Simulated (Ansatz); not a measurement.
Compare A (`C#CN`) with its isomer B (`CC#N`).

Program: Ansatz. Geometries: PBE0-D4/def2-TZVP. ΔE: electronic, gas phase. CCSD(T)/CBS is extrapolated from def2-TZVPP and def2-QZVPP, frozen cores. Functionals use def2-TZVPP. B3LYP here is the variant with VWN-RPA as its local correlation; programs differ in this. One conformer a species, not always the lowest.

(1) Which is lower in electronic energy at CCSD(T)/CBS, and by how much? (Best estimate.)

(2) Give E(B) − E(A) in kcal/mol with LDA (SPW92), B2PLYP, r2SCAN-D4, CCSD(T)/def2-TZVPP, B3LYP-D4, B3LYP, ωB97M-V. (An estimate is asked.)

(3) Does the order hold for the free energy at 298.15 K (harmonic terms from PBE0-D4)? (An estimate is asked.)

Largest T1 diagnostic: 0.012.

Results:

(1) Ansatz gave: B, by 41.4 kcal/mol.

(2) Computed: LDA (SPW92) -34.2, B2PLYP -42.1, r2SCAN-D4 -40.6, CCSD(T)/def2-TZVPP -43.6, B3LYP-D4 -40.3, B3LYP -40.4, ωB97M-V -41.0. None reverses the order clearly.

(3) Ansatz gave: Yes: G(B) − G(A) = -40.3 kcal/mol, for one conformer each.

At CCSD(T), def2-SVP lies −5.3 kcal/mol from the extrapolated value and def2-TZVPP −2.2 kcal/mol. In def2-TZVPP, CCSD(T) changes the Hartree–Fock value by +1.0 kcal/mol (the triples alone add +0.1 kcal/mol) and MP2 by +1.0 kcal/mol.
